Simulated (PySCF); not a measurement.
C2H5F3N (charge +1).
SMILES: `[NH3+]CC(F)(F)F`

Method used: PBE0-D3(BJ)/def2-SVP geometry optimisation, gas phase in PySCF 2.14.0.

Take the most abundant isotopes and a rigid rotor. 

Q: What are A, B and C (GHz)?

A: Ia = 95.61, Ib = 181.38, Ic = 182.68 u·Å²; 505379 MHz·u·Å²/I gives 5286, 2786 and 2766 MHz, that is A = 5.2859, B = 2.7864, C = 2.7664 GHz.

Q: What kind of rotor is it?

A: A near-prolate asymmetric top: κ = (2 × 2786 − 5286 − 2766)/(5286 − 2766) = -0.98.

Q: Is it planar, by Δ = Ic − Ia − Ib?

A: Not planar: Δ = Ic − Ia − Ib = -94.30 u·Å². For a rigid frame Δ = −2 Σ m c², so Σ m c² = 47.15 u·Å² lies off the ab plane: 3.01 from hydrogen and 44.14 from heavier atoms. The atom farthest from that plane is 1.08 Å away.

Q: Give the coordinates in the principal-axis frame, origin at the centre of mass.

A: The sense of each axis is arbitrary; atoms in the order of the calculation.
```json
{"atom": "N1", "mass (u)": "14.003", "a (Å)": "-2.036", "b (Å)": "-0.003", "c (Å)": "0.002"}
{"atom": "C2", "mass (u)": "12.000", "a (Å)": "-0.850", "b (Å)": "-0.903", "c (Å)": "0.005"}
{"atom": "C3", "mass (u)": "12.000", "a (Å)": "0.402", "b (Å)": "-0.036", "c (Å)": "0.000"}
{"atom": "F4", "mass (u)": "18.998", "a (Å)": "0.376", "b (Å)": "0.753", "c (Å)": "-1.075"}
{"atom": "F5", "mass (u)": "18.998", "a (Å)": "1.477", "b (Å)": "-0.779", "c (Å)": "-0.010"}
{"atom": "F6", "mass (u)": "18.998", "a (Å)": "0.394", "b (Å)": "0.746", "c (Å)": "1.080"}
{"atom": "H7", "mass (u)": "1.008", "a (Å)": "-2.030", "b (Å)": "0.607", "c (Å)": "-0.831"}
{"atom": "H8", "mass (u)": "1.008", "a (Å)": "-2.031", "b (Å)": "0.615", "c (Å)": "0.828"}
{"atom": "H9", "mass (u)": "1.008", "a (Å)": "-2.922", "b (Å)": "-0.526", "c (Å)": "0.004"}
{"atom": "H10", "mass (u)": "1.008", "a (Å)": "-0.876", "b (Å)": "-1.529", "c (Å)": "0.907"}
{"atom": "H11", "mass (u)": "1.008", "a (Å)": "-0.877", "b (Å)": "-1.537", "c (Å)": "-0.891"}
```

Q: Which types of transition are allowed, and where do some lines up to J = 2 fall?

A: The dipole components (about the centre of mass, as the species is charged) are |μa| = 9.63 D, |μb| = 1.59 D, |μc| = 0.00 D; the mirror of this Cs structure is the ab plane, so μc vanishes by symmetry (the 0.02 D computed is a residue) and there are no c-type lines. Intensities carry the squares of the components, which stand as 1.00 : 0.03 (a : b). Some lines, for components of 0.1 D or more:

```tsv
type	branch	J(Ka,Kc)	MHz	lower level (cm⁻¹)
b	Q	1(1,0) ← 1(0,1)	2520	0.185
b	Q	2(1,1) ← 2(0,2)	2540	0.556
a	R	1(0,1) ← 0(0,0)	5553	0.000
b	Q	2(2,1) ← 2(1,2)	7559	0.638
a	R	2(1,2) ← 1(1,1)	11086	0.269
a	R	2(0,2) ← 1(0,1)	11105	0.185
a	R	2(1,1) ← 1(1,0)	11125	0.269
b	R	2(1,2) ← 1(0,1)	13585	0.185
b	R	2(2,1) ← 1(1,0)	18624	0.269
b	R	2(2,0) ← 1(1,1)	18644	0.269
```

Q: Estimate the classical rotational partition function at 10 K, 200 K and 298.15 K.

A: Point group Cs, symmetry number σ = 1; q = (√π/σ)·√((kT/h)³/(ABC)), k/h = 20836.6 MHz/K: 835 at 10 K, 74700 at 200 K, 136000 at 298.15 K.

No frequency check. Constants of a rigid frame at the computed geometry: no zero-point averaging, no centrifugal distortion. A rigid rotor knows nothing of internal rotation, which can split or shift real lines. Quadrupole hyperfine structure (14N) is left out.

The run took 27 s on Arm Neoverse V1, one thread, no GPU, shared host. These figures are those of the optimisation.

Conformer computed: `[NH3+:1][CH2:2][C:3]([F:4])([F:5])[F:6]`: N1–C2–C3–F4 -58°.
